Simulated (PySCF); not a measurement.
C5H6O.
Bonds: C1–C2 (triple), C2–C3, C3–C4, C4–O5, O5–C6, C3–C6. Hydrogens: H7 on C1; H8 on C3; H9, H10 on C4; H11, H12 on C6.

Method used: PBE0-D3(BJ)/def2-SVP geometry optimisation, gas phase (PySCF 2.14.0).

What internal coordinates does the optimisation give?

```
          bond  length (pm)
         C1≡C2        121.1
         C2–C3        144.7
  C3–C4, C3–C6        154.5
  C4–O5, O5–C6        142.1
         C1–H7        107.4
         C3–H8        110.1
 C4–H9, C6–H12        110.5
C4–H10, C6–H11        110.2
```

Bonds in one row agree within 1 pm and their mean is given. A selection of angles:
```
    angle  degrees
 C2–C1–H7    179.8
 C1–C2–C3    179.0
 C2–C3–C4    119.3
 C2–C3–H8    110.2
 C4–C3–C6     82.8
 C4–C3–H8    111.4
 C3–C4–O5     91.6
 C3–C4–H9    113.2
C3–C4–H10    116.5
 O5–C4–H9    112.7
O5–C4–H10    112.8
H9–C4–H10    109.3
 C4–O5–C6     92.0
```

Torsions: C2–C3–C4–O5 130° (anticlinal); C3–C4–O5–C6 -11° (synperiplanar); C4–O5–C6–C3 11° (synperiplanar); C2–C3–C6–O5 -130° (anticlinal).

The 4-membered ring C3–C4–O5–C6 has internal angles of 82.8° to 92.0°; it is slightly puckered (a soft mode that the optimisation may not have finished), 0.07 Å rms from its mean plane, widest ring torsion 11°. O5 (cyclic ether oxygen) is bent (angle 92.0°). The 4 C–C bonds span 1.211 Å (C1≡C2, drawn triple) to 1.545 Å (C3–C4, drawn single), a spread of 0.334 Å.

Point group: Cs (every atom within 0.08 Å of its image). Whether it is a minimum is left open (no frequencies). The numbers are those of one conformer.
